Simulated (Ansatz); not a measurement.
The cluster Li2H⁺. Total charge 1; singlet. Geometry PBE0-D4/def2-TZVP; atoms count from 1.

```csv
atom,x (Å),y (Å),z (Å)
Li1,0.360,-1.062,-1.189
Li2,-0.360,1.062,1.189
H3,0.000,0.000,0.000
```

The structure comes from a short search, and lower isomers may exist.

Q: Estimate the Mulliken populations from the PBE0/def2-TZVP orbitals of Ansatz.

A: 
```
atom  charge (e)
 Li1        0.87
 Li2        0.87
  H3       -0.75
```
Mulliken values depend strongly on the basis.
